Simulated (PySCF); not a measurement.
# H2O (water): wB97/pc-0 (sfX2C, ddCOSMO aniline)

We compute a geometry optimisation of H2O (water). The job is set up through a Python script.

The calculation is run with PySCF 2.14.0.

### 1 The molecule

H2O has 3 atoms, charge 0, and is taken as a singlet. SMILES: `O`. The start is not the relaxed shape. The run starts from this shape.

Bond lengths: O1–H2 0.887 Å, O1–H3 0.943 Å. Angles: H2–O1–H3 106.1°.

### 2 A structure relaxation at wB97/pc-0 (sfX2C, ddCOSMO aniline)

job.py reads:

```python
# O
from pyscf import gto, dft, solvent
from pyscf.geomopt.geometric_solver import kernel as optimise

system = gto.M(
    atom='''
O     -0.573972     0.378208    -0.138814
H      0.827211     0.950426     0.580554
H     -0.334379    -1.373725    -0.360448
''',
    spin=0,
    max_memory=1860,
    basis='pc-0',
    unit='bohr',
    verbose=3,
)

ks = dft.RKS(system, xc='wb97')
ks = ks.x2c()
ks = ks.ddCOSMO()
ks.with_solvent.eps = 6.8882  # aniline
converged, mol_eq = optimise(ks, maxsteps=100, convergence_set='GAU_TIGHT', coordsys='hdlc')
print('converged:', converged)
print(mol_eq.tostring())

ks.reset(mol_eq)
system = mol_eq
ks.kernel()
e_tot = ks.e_tot
print('E(%s) = %.9f' % ('WB97', e_tot))
dip = ks.dip_moment()
pop, q = ks.mulliken_pop()
```

The run is started by

```console
$ OMP_NUM_THREADS=1 python job.py
```

What values should one expect? Wanted: total energy at the end; dipole moment; HOMO energy; LUMO energy; HOMO–LUMO gap; solvent term in the energy.

Answer, from the run:

Level: wB97/pc-0 (sfX2C, ddCOSMO aniline).

| quantity | value |
| --- | --- |
| total energy at the end | -76.20636 Eh |
| dipole moment | 2.49 D |
| HOMO energy | -10.63 eV |
| LUMO energy | 6.05 eV |
| HOMO–LUMO gap | 16.67 eV |
| solvent term in the energy | -21.2 kJ/mol |

At the final geometry: Bond lengths: O1–H2 0.979 Å, O1–H3 0.979 Å. Angles: H2–O1–H3 110.7°. The optimisation took 21 steps and changed the energy by -0.341 eV.
